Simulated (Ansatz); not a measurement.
Structure relaxation of Bi

Level of theory: DFT r2SCAN, scalar-relativistic, plane waves, PAW (Ansatz). Cutoff 500 eV, Γ-centred k mesh, Gaussian smearing, no spin polarisation in the final step.

The start puts Bi on the fcc structure type (Fm-3m, No. 225), at a guessed volume.

```yaml
crystal:
  lattice:
    - [0.00000, 2.62286, 2.62286]
    - [2.62286, 0.00000, 2.62286]
    - [2.62286, 2.62286, 0.00000]
  atoms:
    - { symbol: Bi, position: [0.00000, 0.00000, 0.00000] }
```

Cell and atoms relax at zero pressure; the relaxation can't lower the symmetry of the start. After a coarse first stage the cell is made exact in the group found at 0.06 Å.

Energies count from the standard state of Bi at the same level.

Q: Which crystal results?

A: It keeps Fm-3m (No. 225). The result has the fcc structure. Conventional cell: a = 5.007 Å. Bi has 12 Bi at 3.54 Å.

```cif
data_structure
_symmetry_space_group_name_H-M 'Fm-3m'
_symmetry_Int_Tables_number 225
_cell_length_a 5.0071
_cell_length_b 5.0071
_cell_length_c 5.0071
_cell_angle_alpha 90.000
_cell_angle_beta 90.000
_cell_angle_gamma 90.000
_cell_volume 125.54
loop_
_atom_site_label
_atom_site_type_symbol
_atom_site_symmetry_multiplicity
_atom_site_Wyckoff_symbol
_atom_site_fract_x
_atom_site_fract_y
_atom_site_fract_z
_atom_site_occupancy
Bi1 Bi 4 a 0.00000 0.00000 0.00000 1
```

Q: What are its volume, energy, density and gap?

A: The volume per atom is 31.38 Å³, the density is 11.06 g/cm³ and the energy over the standard structure is 0.31 eV/atom. The gap on the 14×14×14 mesh is 0 eV (a metal).

The final run used a 14×14×14 mesh on its 1-atom cell and 0.10 eV smearing. For metals, differences of a few meV/atom aren't resolved. Spin–orbit coupling is left out. A structure relaxed within its symmetry needn't be a true minimum.